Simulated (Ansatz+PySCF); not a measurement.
Values are calculated unless marked as measured or tabulated.
This PySCF input gave a total energy of -117.00627 hartree.

```python
from pyscf import gto, dft

mol = gto.M(atom="""
C 0.019990 -0.044560 -0.431150
C -0.008710 1.256600 0.154680
C -0.021600 -1.257110 0.160090
H -0.020840 0.016830 -1.581090
H 0.025030 2.121180 -0.374550
H 0.007600 1.255610 1.312450
H 0.008570 -2.199950 -0.335290
H -0.008840 -1.254520 1.265810
""", basis='def2-svp', charge=0, spin=1)
mf = dft.ROKS(mol, xc='pbe0')
mf.init_guess = 'minao'
mf.kernel()
while True:  # follow internal instabilities
    mo, _, stable, _ = mf.stability(return_status=True)
    if stable: break
    mf.kernel(mf.make_rdm1(mo, mf.mo_occ))
print(mf.converged, mf.e_tot, mf.spin_square()[0])
```

Task: Write an input for Ansatz with the same method and basis set.

Result:

```yaml
crystal:
  periodic: [false, false, false]
  atoms:
    - { symbol: C, position_ang: [0.01999, -0.04456, -0.43115] }
    - { symbol: C, position_ang: [-0.00871, 1.2566, 0.15468] }
    - { symbol: C, position_ang: [-0.0216, -1.25711, 0.16009] }
    - { symbol: H, position_ang: [-0.02084, 0.01683, -1.58109] }
    - { symbol: H, position_ang: [0.02503, 2.12118, -0.37455] }
    - { symbol: H, position_ang: [0.0076, 1.25561, 1.31245] }
    - { symbol: H, position_ang: [0.00857, -2.19995, -0.33529] }
    - { symbol: H, position_ang: [-0.00884, -1.25452, 1.26581] }
basis:
  gaussian: { orbitals: def2-SVP }
magnetization:
  initial_magnetization: 1
hamiltonian:
  xc: pbe0
```

Ansatz (development build ahead of 0.2.0) gave -117.00628 hartree, 0.19 meV from the first.
